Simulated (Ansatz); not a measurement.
BiOBr (P4/nmm, No. 129), treated with PBEsol in Ansatz (plane waves, PAW).

Numerical settings: plane-wave cutoff 500 eV, 10×10×6 k mesh (along the axes of the cell as run), Fermi–Dirac smearing 0.05 eV, scalar-relativistic PAW data made under PBE.

Cell (relaxed at this level):

Space group P4/nmm, origin choice 1 (No. 129); a = 3.905 Å, b = 3.905 Å, c = 8.308 Å, α = 90.00°, β = 90.00°, γ = 90.00°

| atom | site | symmetry | x | y | z |
|---|---|---|---|---|---|
| Bi | 2c | 4mm | 0.5000 | 0.0000 | 0.1509 |
| Br | 2c | 4mm | 0.0000 | 0.5000 | 0.3370 |
| O | 2a | -4m2 | 0.0000 | 0.0000 | 0.0000 |

Problem. Give the computed band gap.

Solution. 
- band gap = 2.13 eV (on the SCF k mesh)

Note: the cell has widely spaced layers and the level no dispersion term, so their spacing and the moduli can rest on weak binding.

Spin–orbit coupling is not included; with these elements it can move the gap by several tenths of an eV or more.

Static lattice: no zero-point or thermal effects.

Cost on a shared machine: about 2.7 core-minutes (a rough figure).

Ansatz is a quantum-chemistry and plane-wave program.
